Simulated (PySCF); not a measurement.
Run record for `C` (methane): PBE0/IGLO-II, IEF-PCM water, fitting basis def2-universal-jkfit, start guess vsap, full TDDFT, 25 singlets.

Method: TDDFT PBE0/IGLO-II, vertical, IEF-PCM water (non-equilibrium linear response), core orbitals frozen in the response (PySCF 2.14.0, density-fitted response routines). Geometry: GFN2-xTB. A driver script takes a list of jobs; this job's settings line and coordinates (Å) are shown.

Command:
```bash
OMP_NUM_THREADS=1 python probes_run.py task.json out
```

Input:
```
{"job": {"kind": "uv", "xc": "PBE0", "basis": "IGLO-II", "solvent": "water", "nstates": 25, "ntriplets": 5, "tda": false, "scf": {"aux": "def2-universal-jkfit", "guess": "vsap"}}, "charge": 0, "multiplicity": 1}
C      0.001701     0.000577    -0.003452
H      0.905381    -0.594781    -0.016862
H      0.200712     0.968370    -0.444880
H     -0.328884     0.131414     1.018647
H     -0.770288    -0.502727    -0.570637
```

Output:
```
final grid: 32696 points
cycle   1  E = -40.0377968197  dE =  1.003e-02  |g| = 1.203e+00  |ddm| = 1.316e+00
cycle   2  E = -39.9784934005  dE =  5.930e-02  |g| = 1.552e+00  |ddm| = 1.325e+00
cycle   3  E = -40.4670139677  dE = -4.885e-01  |g| = 1.228e-01  |ddm| = 6.032e-01
cycle   4  E = -40.4712103303  dE = -4.196e-03  |g| = 2.742e-03  |ddm| = 6.557e-02
cycle   5  E = -40.4712110423  dE = -7.120e-07  |g| = 2.328e-04  |ddm| = 1.690e-03
cycle   6  E = -40.4712110565  dE = -1.418e-08  |g| = 1.944e-05  |ddm| = 1.598e-04
cycle   7  E = -40.4712110566  dE = -9.750e-11  |g| = 1.743e-06  |ddm| = 1.559e-05
converged SCF energy = -40.4712110566

Static polarisability (au): isotropic 17.204, principal 17.202 17.203 17.206

Singlet excitations
state   eV       nm        f      main configurations
  1  11.2966    109.8   0.22643   H->L 1.00
  2  11.2971    109.7   0.22639   H-1->L 0.99
  3  11.2973    109.7   0.22636   H-2->L 0.99
  4  12.9451     95.8   0.00000   H->L+2 0.45, H-1->L+1 0.45
  5  12.9453     95.8   0.00000   H-2->L+1 0.48, H->L+3 0.48
  6  12.9457     95.8   0.00000   H-2->L+2 0.48, H-1->L+3 0.48
  7  13.1383     94.4   0.05368   H->L+2 0.43, H-1->L+1 0.38
  8  13.1384     94.4   0.05417   H-2->L+1 0.27, H->L+3 0.24, H->L+1 0.19
  9  13.1387     94.4   0.32979   H->L+1 0.38, H-1->L+2 0.18, H->L+3 0.16
 10  13.1390     94.4   0.30546   H-2->L+3 0.48, H-1->L+2 0.17, H-2->L+2 0.12
 11  13.1391     94.4   0.29453   H-2->L+2 0.32, H-1->L+3 0.32, H-1->L+2 0.15
 12  13.9641     88.8   0.00000   H-2->L+3 0.28, H->L+1 0.26, H-1->L+2 0.26
 13  15.6416     79.3   0.00000   H->L+6 0.32, H-2->L+4 0.21, H-1->L+4 0.18
 14  15.6419     79.3   0.00000   H-1->L+5 0.43, H-2->L+5 0.17, H-2->L+6 0.13
 15  15.7229     78.9   0.00000   H-1->L+4 0.37, H->L+5 0.33, H->L+4 0.10
 16  15.7231     78.9   0.00000   H-2->L+4 0.41, H->L+6 0.33, H->L+5 0.12
 17  15.7234     78.9   0.00000   H-2->L+5 0.36, H-1->L+6 0.35, H-1->L+5 0.11
 18  16.7325     74.1   0.36864   H->L+5 0.28, H-2->L+4 0.25, H-1->L+4 0.18
 19  16.7326     74.1   0.36861   H->L+4 0.30, H-1->L+6 0.22, H-1->L+4 0.13
 20  16.7330     74.1   0.36866   H-2->L+5 0.27, H-2->L+6 0.24, H-1->L+6 0.14
 21  16.9198     73.3   0.00000   H->L+4 0.20, H-2->L+6 0.19, H-1->L+5 0.19
 22  20.1498     61.5   0.00000   H-3->L 0.91
 23  21.7266     57.1   0.00390   H-3->L+1 0.97
 24  21.7269     57.1   0.00391   H-3->L+2 0.97
 25  21.7270     57.1   0.00391   H-3->L+3 0.97

Triplet excitations (Tamm-Dancoff, eV): 10.6411 10.6417 10.6419 11.5665 12.2030
```

H and L stand for HOMO and LUMO; the number after each pair is its weight.

Give S1 in cm⁻¹ and kJ/mol.

11.2966 eV × 8065.54 = 91113 cm⁻¹; × 96.485 = 1090.0 kJ/mol.

How does the lowest singlet excitation compare with the HOMO–LUMO gap?

HOMO -10.92 eV and LUMO 2.02 eV give a gap of 12.94 eV; S1 at 11.30 eV lies 1.64 eV below it.

In short: SCF converged in 7 cycles with 46 basis and 147 fitting functions; HOMO -10.92 eV, LUMO 2.02 eV; lowest singlet 11.30 eV; lowest triplet 10.64 eV (Tamm–Dancoff); mean polarisability 17.2 au.

The species at its GFN2-xTB geometry.

On an Intel Xeon Platinum 8488C with one thread, no GPU, shared host, this took 0.96 s wall and 0.29 GiB of memory at its peak.
